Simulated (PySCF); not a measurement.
Predicted microwave data (CAM-B3LYP/def2-SVPD in PySCF (dipole) on a GFN2-xTB geometry, gas phase) for one isomer of C5H11F:

* Rotational constants: A = 7433, B = 1922, C = 1677 MHz
* Dipole components: |μa| = 0.00 D, |μb| = 1.80 D, |μc| = 0.42 D
* Inertial defect: -29.53 u·Å²
* κ: -0.91

**Question.** Which candidate fits, each taken in the one conformer that was computed?
A. `[CH3:1][CH2:2][C:3]([CH3:4])([CH3:5])[F:6]` with C1–C2–C3–C4 56°
B. `[CH3:1][CH2:2][CH2:3][CH2:4][CH2:5][F:6]` with C1–C2–C3–C4 179°, C2–C3–C4–C5 176°, C3–C4–C5–F6 -66° (1-fluoropentane)
C. `[CH3:1][CH2:2][C@@H:3]([CH3:4])[CH2:5][F:6]` with C1–C2–C3–C4 69°, C2–C3–C5–F6 64°
D. `[CH3:1][CH:2]([CH3:3])[C@@H:4]([CH3:5])[F:6]` with C1–C2–C4–C5 -54°
E. 1-fluoro-2,2-dimethyl-propane, `CC(C)(C)CF`
F. `[CH3:1][CH2:2][CH:3]([F:4])[CH2:5][CH3:6]` with C1–C2–C3–F4 -63°, C2–C3–C5–C6 -177°

**Answer.** F. It is CCC(F)CC, a near-prolate asymmetric top, point group Cs. The candidates at the same level (rigid rotor, commonest isotopes):

```
         SMILES  A (MHz)  B (MHz)  C (MHz)  μa (D)  μb (D)  μc (D)  Δ (u·Å²)  point group                        rotor
  CC[C@@H](C)CF     4725     2317     1696    1.12    1.44    0.35    -27.02           C1               asymmetric top
         CCCCCF     9274     1356     1268    0.78    1.59    0.64    -28.74           C1  near-prolate asymmetric top
CC(C)[C@@H](C)F     4441     2607     2312    1.42    1.26    0.28    -89.05           C1               asymmetric top
     CC(C)(C)CF     4451     2580     2575    1.63    0.79    0.00   -113.14           Cs                            –
     CCC(C)(C)F     4578     2622     2555    0.11    0.04    1.93   -105.37           C1  near-prolate asymmetric top
       CCC(F)CC     7433     1922     1677    0.00    1.80    0.42    -29.53           Cs  near-prolate asymmetric top
```

`CCCCCF` has B 29 % too low; `CC(C)(C)CF` has C 54 % too high; `CC[C@@H](C)CF` has A 36 % too low; `CCC(C)(C)F` has C 52 % too high; `CC(C)[C@@H](C)F` has A 40 % too low. In the right answer the mirror of this Cs structure is the bc plane, so μa vanishes by symmetry. No structure here is proved a minimum.
